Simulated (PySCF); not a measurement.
## C2H6OS: core ionisation energies

Compound: C2H6OS.
Geometry (PBE0-D3(BJ)/def2-TZVP, Å), atoms numbered from 1 in this order:
```xyz
10
C2H6OS angstrom
C     -0.6296    1.1738   -0.2373
S     -0.8469   -0.5923    0.0280
C      0.8941   -1.0253   -0.0906
O     -1.2356   -0.7663    1.4466
H     -1.6097    1.6317   -0.1033
H     -0.2704    1.3568   -1.2512
H      0.0676    1.5656    0.5052
H      1.4419   -0.5007    0.6946
H      0.9670   -2.1016    0.0634
H      1.2757   -0.7672   -1.0800
```

Theory: PySCF, delta-SCF UKS SCAN, pcX-3 on the ionised atom, pcseg-2 elsewhere, spin-free X2C. Vertical ΔSCF values, vacuum level as zero.

Give the core binding energies atom by atom.

| atom(s) | environment | level | binding energy (eV) | count |
| --- | --- | --- | --- | --- |
| S2 | sulfinyl sulfur | S 1s | 2480.05 | 1 |
| O4 | sulfinyl oxygen | O 1s | 536.50 | 1 |
| C1/C3 | S-methyl carbon | C 1s | 291.18 | 2 |

Which effective nuclear charge Zeff reproduces each element's mean 1s value in the hydrogen-like formula E = 13.606 eV × Zeff²?

C (Z = 6): mean 291.2 eV, Zeff = 4.63, Z − Zeff = 1.37; O (Z = 8): mean 536.5 eV, Zeff = 6.28, Z − Zeff = 1.72; S (Z = 16): mean 2480.0 eV, Zeff = 13.50, Z − Zeff = 2.50. Means run over the listed sites, weighted by atom count.

What is the longest wavelength that can ionise C 1s of C1/C3 vertically?

λ = hc/E = 12398.42 eV Å / 291.18 eV = 42.580 Å.

Atoms equivalent by their bonding share one computed value, that of the first of them. Not every level is listed. Isolated species at its PBE0-D3(BJ)/def2-TZVP geometry, gas phase.
